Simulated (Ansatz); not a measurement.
We consider rock-salt GdN, described by HSE06 in Ansatz (plane waves, PAW).

Run with plane-wave cutoff 460 eV, 10×10×10 k mesh, Fermi–Dirac smearing 0.01 eV, spin-polarised with parallel moments, scalar-relativistic PAW data made under PBE.

Energies at three volumes about the minimum:

```
V (Å³/atom)  E − E_lowest (meV/atom)
-----------  -----------------------
14.988                          5.94
15.405                          0.00
15.790                          4.54
```

### Question
Fit a parabola by hand: where is the minimum, and what is the bulk modulus?

### Answer
Slopes: (0.00 − 5.94)/(15.405 − 14.988) = -14.245 and (4.54 − 0.00)/(15.790 − 15.405) = 11.792 meV/Å³. Curvature E″ = 2 × (11.792 − (-14.245))/(15.790 − 14.988) = 64.930 meV/Å⁶. From the middle of the first interval, the slope vanishes at V0 = 15.1965 − (-14.245)/64.930 = 15.416 Å³/atom. B = V0 E″ = 15.416 × 64.930 meV/Å³ × 0.1602 GPa per meV/Å³ = 160 GPa. The full Birch–Murnaghan fit to all volumes gives V0 = 15.407 Å³/atom and B0 = 160 GPa.

Measured, for comparison: bulk modulus 192 ± 35 GPa (temperature not stated, no zero-point or thermal correction; as tabulated in Doll (2008), arXiv:0801.3152); equilibrium volume per atom 15.38 Å³/atom (temperature not stated, no zero-point or thermal correction; as tabulated in Natali et al. (2013), arXiv:1208.2410). Computed less measured: bulk modulus -17 % (inside the measured uncertainty), equilibrium volume per atom +0.2 %.

Note: the state of the 4f shell is in doubt.

Ansatz is a quantum-chemistry and plane-wave program.
